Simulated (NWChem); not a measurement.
All runs are NWChem calculations. System: H4N2, charge 0, spin multiplicity 3, at the geometry of a parent with another charge or spin, in a state set for the comparison that need not be this species' ground state. Its SCF solution wasn't tested for a lower state. Level: UPBE0/def2-TZVP.

Input file:

```
start mol
memory heap 200 mb stack 900 mb global 1100 mb
geometry units angstroms nocenter noautoz
  N      0.174524    -0.679407     0.073847
  N     -0.174524     0.679407     0.073847
  H     -0.645840    -1.230559     0.313751
  H      0.512208    -1.012036    -0.830680
  H      0.645840     1.230559     0.313751
  H     -0.512208     1.012036    -0.830680
  symmetry group C2
end
basis spherical
  * library def2-tzvp
end
dft
  xc pbe0
  odft
  mult 3
  semidirect memsize 60000000 filesize 0
  iterations 100
end
task dft energy
```

Part of the output:

```
             Northwest Computational Chemistry Package (NWChem) 7.3.0
             --------------------------------------------------------

                                NWChem Input Module
                                -------------------

 Scaling coordinates for geometry "geometry" by  1.889725989
 (inverse scale =  0.529177249)

 Turning off AUTOSYM since
 SYMMETRY directive was detected!

                             Geometry "geometry" -> ""
                             -------------------------

 Output coordinates in angstroms (scale by  1.889725989 to convert to a.u.)

  No.       Tag          Charge          X              Y              Z
 ---- ---------------- ---------- -------------- -------------- --------------
    1 N                    7.0000     0.17452400    -0.67940700     0.07384700
    2 N                    7.0000    -0.17452400     0.67940700     0.07384700
    3 H                    1.0000    -0.64584000    -1.23055900     0.31375100
    4 H                    1.0000     0.51220800    -1.01203600    -0.83068000
    5 H                    1.0000     0.64584000     1.23055900     0.31375100
    6 H                    1.0000    -0.51220800     1.01203600    -0.83068000

 Effective nuclear repulsion energy (a.u.)      41.8840186951

            Nuclear Dipole moment (a.u.)
            ----------------------------
        X                 Y               Z
 ---------------- ---------------- ----------------
     0.0000000000    -0.0000000000     0.0000000000

      Symmetry information
      --------------------

 Group name             C2
 Group number              4
 Group order               2
 No. of unique centers     3

      Symmetry unique atoms

     1    3    4


 Summary of "ao basis" -> "" (spherical)
 ------------------------------------------------------------------------------
       Tag                 Description            Shells   Functions and Types
 ---------------- ------------------------------  ------  ---------------------
 *                         def2-tzvp                  on all atoms

                                 NWChem DFT Module
                                 -----------------

 Summary of "ao basis" -> "ao basis" (spherical)
 ------------------------------------------------------------------------------
       Tag                 Description            Shells   Functions and Types
 ---------------- ------------------------------  ------  ---------------------
 N                         def2-tzvp                11       31   5s3p2d1f
 H                         def2-tzvp                 4        6   3s1p

 Summary of "ao basis" -> "ao basis" (spherical)
 ------------------------------------------------------------------------------
       Tag                 Description            Shells   Functions and Types
 ---------------- ------------------------------  ------  ---------------------
 N                         def2-tzvp                11       31   5s3p2d1f
 H                         def2-tzvp                 4        6   3s1p

      Symmetry analysis of basis
      --------------------------

        a          43
        b          43

            General Information
            -------------------
          SCF calculation type: DFT
          Wavefunction type:  spin polarized.
          No. of atoms     :     6
          No. of electrons :    18
           Alpha electrons :    10
            Beta electrons :     8
          Charge           :     0
          Spin multiplicity:     3
          Use of symmetry is: on ; symmetry adaption is: on
          Maximum number of iterations: 100
          AO basis - number of functions:    86
                     number of shells:    38
          Convergence on energy requested:  1.00D-06
          Convergence on density requested:  1.00D-05
          Convergence on gradient requested:  5.00D-04

              XC Information
              --------------
                         PBE0 Method XC Functional
                     Hartree-Fock (Exact) Exchange  0.250
          PerdewBurkeErnzerhof Exchange Functional  0.750
            Perdew 1991 LDA Correlation Functional  1.000 local
           PerdewBurkeErnz. Correlation Functional  1.000 non-local

             Grid Information
             ----------------
          Grid used for XC integration:  medium
          Radial quadrature: Mura-Knowles
          Angular quadrature: Lebedev.
          Tag              B.-S. Rad. Rad. Pts. Rad. Cut. Ang. Pts.
          ---              ---------- --------- --------- ---------
          N                   0.65       49           8.0       434
          H                   0.35       45           9.0       434
          Grid pruning is: on
          Number of quadrature shells:   139
          Spatial weights used:  Erf1

          Convergence Information
          -----------------------
          Convergence aids based upon iterative change in
          total energy or number of iterations.
          Levelshifting, if invoked, occurs when the
          HOMO/LUMO gap drops below (HL_TOL):  1.00D-02
          DIIS, if invoked, will attempt to extrapolate
          using up to (NFOCK): 10 stored Fock matrices.

                    Damping( 0%)  Levelshifting(0.5)       DIIS
                  --------------- ------------------- ---------------
          dE  on:    start            ASAP                start
          dE off:    2 iters        100 iters           100 iters

      Screening Tolerance Information
      -------------------------------
          Density screening/tol_rho:  1.00D-10
          AO Gaussian exp screening on grid/accAOfunc:  14
[...]
    11      0.239467  1 N  pz                42     -0.239467  2 N  pz
    14      0.169907  1 N  pz                45     -0.169907  2 N  pz
     4      0.134136  1 N  s                 35     -0.134136  2 N  s
     6      0.128559  1 N  px                37      0.128559  2 N  px

 Vector   10  Occ=1.000000D+00  E=-6.544326D-02  Symmetry=a
              MO Center=  4.9D-15, -4.0D-14, -7.3D-01, r^2= 4.9D+00
   Bfn.  Coefficient  Atom+Function         Bfn.  Coefficient  Atom+Function
  ----- ------------  ---------------      ----- ------------  ---------------
     5      1.083740  1 N  s                 36      1.083740  2 N  s
    71     -0.937878  4 H  s                 83     -0.937878  6 H  s
    65     -0.648134  3 H  s                 77     -0.648134  5 H  s
    13     -0.285418  1 N  py                44      0.285418  2 N  py
    14     -0.191322  1 N  pz                45     -0.191322  2 N  pz

 Vector   11  Occ=0.000000D+00  E= 7.256259D-03  Symmetry=b
              MO Center= -2.9D-14,  2.3D-14, -6.9D-02, r^2= 5.9D+00
   Bfn.  Coefficient  Atom+Function         Bfn.  Coefficient  Atom+Function
  ----- ------------  ---------------      ----- ------------  ---------------
     5      1.717477  1 N  s                 36     -1.717477  2 N  s
    65     -1.054389  3 H  s                 77      1.054389  5 H  s
    71     -0.729572  4 H  s                 83      0.729572  6 H  s
    12     -0.295830  1 N  px                43     -0.295830  2 N  px
     3      0.191209  1 N  s                 34     -0.191209  2 N  s

 Vector   12  Occ=0.000000D+00  E= 5.028425D-02  Symmetry=a
              MO Center=  1.2D-13,  3.7D-13, -1.4D-01, r^2= 5.7D+00
   Bfn.  Coefficient  Atom+Function         Bfn.  Coefficient  Atom+Function
  ----- ------------  ---------------      ----- ------------  ---------------
    65      1.343762  3 H  s                 77      1.343762  5 H  s
    71     -1.000907  4 H  s                 83     -1.000907  6 H  s
    12      0.590435  1 N  px                43     -0.590435  2 N  px
    14     -0.342639  1 N  pz                45     -0.342639  2 N  pz
     5     -0.219198  1 N  s                 36     -0.219198  2 N  s

 Vector   13  Occ=0.000000D+00  E= 6.228434D-02  Symmetry=b
              MO Center= -9.2D-14, -3.5D-13, -4.8D-01, r^2= 5.8D+00
   Bfn.  Coefficient  Atom+Function         Bfn.  Coefficient  Atom+Function
  ----- ------------  ---------------      ----- ------------  ---------------
    71      1.389353  4 H  s                 83     -1.389353  6 H  s
    65     -1.124441  3 H  s                 77      1.124441  5 H  s
     5     -0.640780  1 N  s                 36      0.640780  2 N  s
    14      0.564551  1 N  pz                45     -0.564551  2 N  pz
    13     -0.366207  1 N  py                44     -0.366207  2 N  py

                     DFT Final Beta Molecular Orbital Analysis
                     -----------------------------------------

 Vector    6  Occ=1.000000D+00  E=-5.714567D-01  Symmetry=b
              MO Center=  1.4D-16, -2.0D-15, -6.3D-02, r^2= 1.5D+00
   Bfn.  Coefficient  Atom+Function         Bfn.  Coefficient  Atom+Function
  ----- ------------  ---------------      ----- ------------  ---------------
     6      0.219607  1 N  px                37      0.219607  2 N  px
     9      0.181073  1 N  px                40      0.181073  2 N  px
     8     -0.128329  1 N  pz                39      0.128329  2 N  pz
    64     -0.121971  3 H  s                 76      0.121971  5 H  s
    70      0.112163  4 H  s                 82     -0.112163  6 H  s

 Vector    7  Occ=1.000000D+00  E=-5.542997D-01  Symmetry=a
              MO Center=  4.7D-17, -1.6D-15,  1.5D-01, r^2= 1.5D+00
   Bfn.  Coefficient  Atom+Function         Bfn.  Coefficient  Atom+Function
  ----- ------------  ---------------      ----- ------------  ---------------
     7      0.238963  1 N  py                38     -0.238963  2 N  py
    10      0.197190  1 N  py                41     -0.197190  2 N  py
    64     -0.155938  3 H  s                 76     -0.155938  5 H  s
     8     -0.127493  1 N  pz                39     -0.127493  2 N  pz
    63     -0.120586  3 H  s                 75     -0.120586  5 H  s

 Vector    8  Occ=1.000000D+00  E=-3.227947D-01  Symmetry=b
              MO Center= -1.0D-15, -2.5D-16,  1.4D-01, r^2= 1.5D+00
   Bfn.  Coefficient  Atom+Function         Bfn.  Coefficient  Atom+Function
  ----- ------------  ---------------      ----- ------------  ---------------
     8      0.256974  1 N  pz                39     -0.256974  2 N  pz
    11      0.220087  1 N  pz                42     -0.220087  2 N  pz
    14      0.193263  1 N  pz                45     -0.193263  2 N  pz
     4      0.162384  1 N  s                 35     -0.162384  2 N  s
     6      0.141000  1 N  px                37      0.141000  2 N  px

 Vector    9  Occ=0.000000D+00  E=-2.323852D-01  Symmetry=a
              MO Center=  1.1D-15, -3.9D-15,  1.6D-01, r^2= 1.6D+00
   Bfn.  Coefficient  Atom+Function         Bfn.  Coefficient  Atom+Function
  ----- ------------  ---------------      ----- ------------  ---------------
     6      0.254551  1 N  px                37     -0.254551  2 N  px
     9      0.215611  1 N  px                40     -0.215611  2 N  px
    12      0.198692  1 N  px                43     -0.198692  2 N  px
     8      0.143545  1 N  pz                39      0.143545  2 N  pz
    11      0.135095  1 N  pz                42      0.135095  2 N  pz

 Vector   10  Occ=0.000000D+00  E= 1.754108D-02  Symmetry=a
              MO Center=  7.7D-16,  1.1D-15, -4.7D-01, r^2= 5.3D+00
   Bfn.  Coefficient  Atom+Function         Bfn.  Coefficient  Atom+Function
  ----- ------------  ---------------      ----- ------------  ---------------
     5      1.097007  1 N  s                 36      1.097007  2 N  s
    65     -0.838813  3 H  s                 77     -0.838813  5 H  s
    71     -0.801329  4 H  s                 83     -0.801329  6 H  s
    13     -0.293160  1 N  py                44      0.293160  2 N  py
    12     -0.175821  1 N  px                43      0.175821  2 N  px

 Vector   11  Occ=0.000000D+00  E= 4.123590D-02  Symmetry=b
              MO Center=  6.8D-14,  4.7D-14,  5.1D-02, r^2= 5.8D+00
   Bfn.  Coefficient  Atom+Function         Bfn.  Coefficient  Atom+Function
  ----- ------------  ---------------      ----- ------------  ---------------
     5      1.797694  1 N  s                 36     -1.797694  2 N  s
    65     -1.101257  3 H  s                 77      1.101257  5 H  s
    71     -0.592094  4 H  s                 83      0.592094  6 H  s
    12     -0.352541  1 N  px                43     -0.352541  2 N  px
    13      0.264085  1 N  py                44      0.264085  2 N  py

   alpha - beta orbital overlaps
   -----------------------------

   alpha      1      2      3      4      5      6      7      8      9     10
    beta      1      2      3      4      5      6      7      9      8     10
 overlap   1.000  1.000  1.000  0.999  0.999  0.990  0.998  0.996  0.989  0.990

   alpha     11     12     13     14     15     16     17     18     19     20
    beta     11     12     13     14     15     16     17     18     19     20
 overlap   0.996  0.990  0.994  0.992  0.998  0.977  0.979  0.976  0.969  0.988

   alpha     21     22     23     24     25     26     27     28     29     30
    beta     21     22     23     24     25     26     28     27     29     30
 overlap   0.998  0.996  0.990  0.997  0.989  0.994  0.999  1.000  0.999  1.000

   alpha     31     32     33     34     35     36     37     38     39     40
    beta     31     32     33     34     35     36     37     38     39     40
 overlap   0.995  0.994  1.000  0.999  0.998  0.999  1.000  1.000  0.997  0.996

   alpha     41     42     43     44     45     46     47     48     49     50
    beta     41     42     43     44     45     46     47     48     49     50
 overlap   0.999  0.993  0.999  0.995  0.996  0.994  1.000  0.999  0.999  1.000

   alpha     51     52     53     54     55     56     57     58     59     60
    beta     51     52     53     54     55     56     57     58     59     60
 overlap   0.999  0.999  0.996  0.999  0.997  1.000  1.000  1.000  1.000  1.000

   alpha     61     62     63     64     65     66     67     68     69     70
    beta     61     62     63     64     65     66     67     68     69     70
 overlap   1.000  1.000  0.999  1.000  1.000  0.999  1.000  0.994  0.999  0.976

   alpha     71     72     73     74     75     76     77     78     79     80
    beta     71     72     73     74     75     76     77     78     79     80
 overlap   0.981  0.992  0.998  0.992  0.988  0.988  0.999  1.000  1.000  1.000

   alpha     81     82     83     84     85     86
    beta     81     82     83     84     85     86
 overlap   1.000  1.000  1.000  1.000  1.000  1.000

     --------------------------
     Expectation value of S2:
     --------------------------
      <S2> =      2.0054 (Exact =     2.0000)

 center of mass
 --------------
 x =   0.00000000 y =   0.00000000 z =   0.06053160

 moments of inertia (a.u.)
 ------------------
          70.540334366006           9.869348338501           0.000000000000
           9.869348338501          14.040455588333           0.000000000000
           0.000000000000           0.000000000000          72.373937361131

     Multipole analysis of the density
     ---------------------------------

     L   x y z        total         alpha         beta         nuclear
     -   - - -        -----         -----         ----         -------
     0   0 0 0     -0.000000    -10.000000     -8.000000     18.000000

     1   1 0 0      0.000000      0.000000      0.000000      0.000000
     1   0 1 0      0.000000      0.000000     -0.000000     -0.000000
     1   0 0 1      0.531052      0.810614     -0.279562      0.000000

     2   2 0 0    -12.798362    -12.960121     -6.213853      6.375612
     2   1 1 0      0.832261      2.645246      2.141172     -3.954157
     2   1 0 1     -0.000000     -0.000000      0.000000      0.000000
     2   0 2 0    -11.179367    -31.164072    -21.222873     41.207578
     2   0 1 1      0.000000      0.000000      0.000000      0.000000
     2   0 0 2    -14.686970    -14.191860     -6.399098      5.903988

 Task  times  cpu:        4.6s     wall:        4.6s

 Total times  cpu:        4.6s     wall:        4.6s
```
